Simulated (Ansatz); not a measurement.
A run for Ansatz (a quantum-chemistry and plane-wave program): R-B3LYP/def2-TZVPPD on CH7NO (a complex). Files ending in .json are basis or fitting sets from the Basis Set Exchange.

Ansatz 0.2 input:
```yaml
crystal:
  periodic: [false, false, false]
  atoms:
    - {symbol: N, position_ang: [-0.97374799, -0.75779021, -0.35087763]}
    - {symbol: H, position_ang: [-1.06943499, -1.72662121, -0.07502463]}
    - {symbol: H, position_ang: [-1.56288799, -0.64435521, -1.16563763]}
    - {symbol: C, position_ang: [-1.45719299, 0.11028979, 0.72949937]}
    - {symbol: H, position_ang: [-1.35304399, 1.14735579, 0.42164737]}
    - {symbol: H, position_ang: [-2.49502099, -0.06311421, 1.02063037]}
    - {symbol: H, position_ang: [-0.82530699, -0.02939521, 1.60274037]}
    - {symbol: O, position_ang: [2.14996601, 0.63157479, -0.26446963]}
    - {symbol: H, position_ang: [1.33244901, 0.13530279, -0.43762263]}
    - {symbol: H, position_ang: [2.73186801, 0.37307779, -0.98021563]}
basis:
  gaussian:
    orbitals: def2-TZVPPD.json
hamiltonian:
  xc: {name: B3LYP}
scf: {lower_state_search: off}
```

It printed:

```
WARN ansatz: RAYON_NUM_THREADS=1 ignored (pool sized by the plan → 1); use --threads N
Functional definition: B3LYP
these checks for a lower state are left out or cut short: stability, starts, cluster_reference, orbital_swaps, neighbouring_geometries, increment
integrals: 0.10 GiB planned
950 factors; their error is unknown
mean field: 1.08 GiB planned
mean field evaluation 1: about -4678.7111 eV, gradient 8.1e1 eV
mean field evaluation 2: about -4657.9541 eV, gradient 1.3e2 eV
mean field evaluation 4: about -4690.6808 eV, gradient 6.7e0 eV
mean field evaluation 8: about -4690.7575 eV, gradient 5.3e-1 eV
mean field evaluation 16: about -4690.7579 eV, gradient 3.0e-6 eV
mean field -4690.75786081 eV, -172.3821718749 hartree, gradient 4.3e-6 eV, S^2 0.000000; 0 other end points of the search recorded, 0 dependent functions left out
reference -4690.75814731 eV, -172.3821824036 hartree; 14, 14 occupied and 219, 219 virtual orbitals, 950 factors
Total energy: -4690.75814731 eV, -172.3821824036 hartree
Checks for a lower state left out: stability, starts, cluster_reference, orbital_swaps, neighbouring_geometries, increment
```

The run converged.

Cost: around 3 core-seconds (rough).
